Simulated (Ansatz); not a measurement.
System (SMILES): P (PH3).
Atoms: P1, H2, H3, H4. Bonds: P1-H2, P1-H3, P1-H4.

Basis-set convergence of the optimised P1-H2 bond length at B3LYP with Ansatz (a quantum-chemistry and plane-wave program). All functions are spherical. The program fits the integrals of some runs and decomposes those of others, by size. No added dispersion term, no relativity. Reference: the value in aug-cc-pV(Q+d)Z, 1.4167 Å, itself unsure by roughly 0.0008 Å (its mean distance from def2-QZVPPD, pcseg-3, def2-QZVPP). Deviations are taken from unrounded values.

| basis | functions | optimised P1-H2 bond length (Å) | minus reference (Å) |
|---|---|---|---|
| pcseg-0 | 19 | 1.4433 | 0.0266 |
| pcseg-1 | 33 | 1.4295 | 0.0129 |
| aug-pcseg-1 | 54 | 1.4293 | 0.0126 |
| pcseg-2 | 76 | 1.4188 | 0.0021 |
| aug-pcseg-2 | 119 | 1.4188 | 0.0021 |
| pcseg-3 | 163 | 1.4174 | 0.0007 |

The smallest set listed that lies within 0.01 Å of the reference with all its larger relatives (same family, alike in diffuse functions; a set with none counts only in the reference's own line) is pcseg-2 (76 functions, 0.0021 Å off). Inside, with no larger relative to test it: aug-pcseg-2.
